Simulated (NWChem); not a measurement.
CS in NWChem

```xyz
2

C      0.0000     0.0000     1.1192
S      0.0000     0.0000    -0.4197
```
Charge 0, spin multiplicity 1.

All runs are NWChem calculations. All single points use one geometry, from B3LYP/def2-SVP, a minimum by its harmonic frequencies.

Symmetry labels belong to the abelian group C2v used in the runs, with the axes of the coordinates shown; states degenerate in a higher group split over its labels.

The correlated methods keep 6 core orbitals frozen. The structure started from a generated list of species.

Task: List the 4 singlet excitations that EOM-CCSD/aug-cc-pVDZ, 6 core orbitals frozen gives, with oscillator strengths.

Result: 
```tsv
state	symmetry	energy (eV)	wavelength (nm)	f
1	b2	5.16	240	0.007
2	b1	5.16	240	0.007
3	a2	5.79	214	0.000
4	a1	5.90	210	0.000
```
These are the lowest roots of each symmetry, so higher states are missing between them.
